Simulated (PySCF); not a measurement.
# AlF⁺: spin, charge, geometry and surroundings

How does AlF⁺ answer to another spin, charge, distance or environment?

The runs use PySCF 2.14.0; method and basis as typed in the scripts.

3 further runs of the same task are left out: 3 that didn't finish.

## (1) Starting geometry

AlF⁺: 2 atoms, charge 1, spin multiplicity 2.

Bond lengths: Al1–F2 1.547 Å.

## (2) The run that the others are compared with

input.py

```python
from pyscf import gto, scf, tdscf

mol = gto.M(
    atom='Al 0 0 0; F 0 0 1.547',
    basis='3-21g',
    charge=1,
    spin=1,
    symmetry=True,
    verbose=4,
)
mf = scf.UHF(mol)
mf.kernel()
td = tdscf.TDA(mf)
td.nstates = 6
td.kernel()
td.analyze()
mf.dip_moment()
print('orbital energies (hartree):', [e[max(0, n-3):n+3].round(4) for e, n in zip(mf.mo_energy, mol.nelec)])
```

The run is started by

```
> OMP_NUM_THREADS=1 python input.py
```

The log of this run is left out.

It gives: E(SCF) = -339.240013 Eh, 10 cycles, ⟨S²⟩ = 0.752, excitations 5.92, 5.92, 7.76, 7.76, 8.50 eV.

The bond length is a typed value, not an optimised one. The dipole of an ion depends on the origin.

## (3) Electric field 0.2 a.u.

Edit 1 changes electric field: none → 0.2 a.u.; point-group symmetry: on → off.

input.py

```python
from pyscf import gto, scf, tdscf

mol = gto.M(
    atom='Al 0 0 0; F 0 0 1.547',
    basis='3-21g',
    charge=1,
    spin=1,
    verbose=4,
)
mf = scf.UHF(mol)
field = 0.2  # electric field along z, atomic units
h = mf.get_hcore() + field*mol.intor('int1e_r')[2]
mf.get_hcore = lambda *args: h
e_nuc = mol.energy_nuc() - field*mol.atom_charges() @ mol.atom_coords()[:, 2]
mf.energy_nuc = lambda *args: e_nuc
mf.kernel()
td = tdscf.TDA(mf)
td.nstates = 6
td.kernel()
td.analyze()
mf.dip_moment()
print('orbital energies (hartree):', [e[max(0, n-3):n+3].round(4) for e, n in zip(mf.mo_energy, mol.nelec)])
```

The run is started by

```
> OMP_NUM_THREADS=1 python input.py
```

## (4) PCM, ε = 20.5

Edit 2 changes solvent: none (gas phase) → PCM, ε = 20.5; step after the SCF: tda → analyze.

input.py

```python
from pyscf import gto, scf, solvent

mol = gto.M(
    atom='Al 0 0 0; F 0 0 1.547',
    basis='3-21g',
    charge=1,
    spin=1,
    symmetry=True,
    verbose=4,
)
mf = scf.UHF(mol)
mf = solvent.PCM(mf)
mf.with_solvent.eps = 20.5
mf.kernel()
mf.analyze()
print('orbital energies (hartree):', [e[max(0, n-3):n+3].round(4) for e, n in zip(mf.mo_energy, mol.nelec)])
```

## (5) Bond 1.733 Å

Edit 3 changes bond length: 1.547 Å → 1.733 Å.

input.py, as its differences from that of step 2:

```diff
@@ -3,3 +3,3 @@
 mol = gto.M(
-    atom='Al 0 0 0; F 0 0 1.547',
+    atom='Al 0 0 0; F 0 0 1.733',
     basis='3-21g',
```

## (6) Bond 1.934 Å

Edit 4 changes bond length: 1.547 Å → 1.934 Å.

input.py, as its differences from that of step 2:

```diff
@@ -3,3 +3,3 @@
 mol = gto.M(
-    atom='Al 0 0 0; F 0 0 1.547',
+    atom='Al 0 0 0; F 0 0 1.934',
     basis='3-21g',
```

## (7) PCM, ε = 78.36

Edit 5 changes solvent: none (gas phase) → PCM, ε = 78.36; step after the SCF: tda → analyze.

input.py

```python
from pyscf import gto, scf, solvent

mol = gto.M(
    atom='Al 0 0 0; F 0 0 1.547',
    basis='3-21g',
    charge=1,
    spin=1,
    symmetry=True,
    verbose=4,
)
mf = scf.UHF(mol)
mf = solvent.PCM(mf)
mf.with_solvent.eps = 78.36
mf.kernel()
mf.analyze()
print('orbital energies (hartree):', [e[max(0, n-3):n+3].round(4) for e, n in zip(mf.mo_energy, mol.nelec)])
```

**Question.** What will these runs give? Wanted: for each run, E(SCF); from base; gap, α spin; after the SCF.

As calculated:

```csv
run,E(SCF) (hartree),from base (eV),cycles,"gap, α spin (eV)",after the SCF
base,-339.240013,0,10,13.14,lowest root found 5.92 eV
electric field 0.2 a.u. (poor choice),-339.730513,not comparable,13,14.97,lowest root found 0.04 eV
"PCM, ε = 20.5",-339.374328,-3.6549,10,12.86,n/a
bond 1.733 Å,-339.237834,+0.0593,9,12.96,lowest root found 5.47 eV
bond 1.934 Å,-339.206704,+0.9064,12,12.90,lowest root found 2.65 eV
"PCM, ε = 78.36",-339.379483,-3.7952,10,12.85,n/a
```

What this shows: Of the runs whose energies can be compared, “PCM, ε = 78.36” moves the SCF energy most (-3.795 eV). A continuum solvent with ε = 20.5 lowers the energy by 3.655 eV, a large gain because the system is charged. A continuum solvent with ε = 78.36 lowers the energy by 3.795 eV, a large gain because the system is charged. Rows marked «poor choice» come from settings spoiled on purpose.
